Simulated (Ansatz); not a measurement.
A structure of MgO relaxed with PBEsol (plane waves to 420 eV, PAW, scalar-relativistic; Ansatz, a quantum-chemistry and plane-wave program); single points at other levels follow on the same geometry (Ansatz, PAW; HSE06 at 420 eV on a 8×8×8 k-mesh; no spin-orbit coupling). Space group Fm-3m (No. 225).

```cif
data_MgO
_chemical_formula_sum 'Mg1 O1'
_space_group_name_H-M_alt 'P 1'
_space_group_IT_number 1
_cell_length_a 2.97989
_cell_length_b 2.97989
_cell_length_c 2.97989
_cell_angle_alpha 60.000
_cell_angle_beta 60.000
_cell_angle_gamma 60.000
loop_
_space_group_symop_operation_xyz
  'x, y, z'
loop_
_atom_site_label
_atom_site_type_symbol
_atom_site_fract_x
_atom_site_fract_y
_atom_site_fract_z
_atom_site_occupancy
Mg1 Mg 0.50000 0.50000 0.50000 1
O1 O 0.00000 0.00000 0.00000 1
```

| level | gap (eV) | kind | conduction minimum |
|---|---|---|---|
| PBEsol | 4.62 | direct | Γ |
| HSE06 | … | – | … |

Task: Some entries are withheld; supply them.

Result: 
- HSE06, gap (eV): 6.47
- HSE06, conduction minimum: Γ

No spin polarisation in the result.

Measured for MgO: a 4.189 Å (static lattice; corrected from measurement; as listed in Daniel Mejia-Rodriguez, S. B. Trickey, Phys. Rev. B (2018)); gap 8.36 eV (static lattice; corrected from measurement; as listed in Wei Chen et al., Physical Review Materials (2018)). Computed minus measured — a: PBEsol +0.6 %; gap: PBEsol -3.74 eV, HSE06 -1.89 eV. The computed values are for a static lattice, and a measured gap can be an optical one, lowered by exciton binding.

It was reached from a disturbed copy of a Fm-3m (No. 225) cell (rock salt type), against which it lies under 1 meV/atom.
